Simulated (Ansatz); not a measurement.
**Predicting a hybrid from its neighbours: BNH2Cl**

The species is BNH2Cl (5 atoms), meant as a doublet with charge 0. SMILES: `N[B]Cl`. Geometry: relaxed at PBE0-D4/def2-TZVP. This is one conformer, not always the lowest.

The electronic atomisation energy y, in eV, basis def2-TZVP; a is the functional's share of exact exchange. Programs: Ansatz 0.2.0.

| functional | program | a | y (eV) |
| --- | --- | --- | --- |
| U-r2SCAN | Ansatz | 0 | 17.83 |
| U-revPBE | Ansatz | 0 | 17.49 |
| UB3LYP | Ansatz | 0.2 | 17.56 |
| UPBE0 | Ansatz | 0.25 | ? |
| UBHLYP | Ansatz | 0.5 | 16.95 |

Problem. Fit y = c + s·a to the known rows and predict UPBE0.

Solution. 
1. Means of the 4 rows: a = 0.1750, y = 17.457.
2. Σ(Δa)² = 0.1675, Σ(Δa·Δy) = -0.23325, so the slope is -0.23325/0.1675 = -1.3925.
3. Intercept: 17.457 − (-1.3925) × 0.1750 = 17.701. The largest residual of the fit is 0.21.
4. UPBE0: 17.701 + (-1.3925) × 0.25 = 17.35 eV.

The run gave 17.77 eV, so the prediction is off by -0.42 eV, more than the largest residual. The rows mix families of semi-local functionals, which the line can't see.
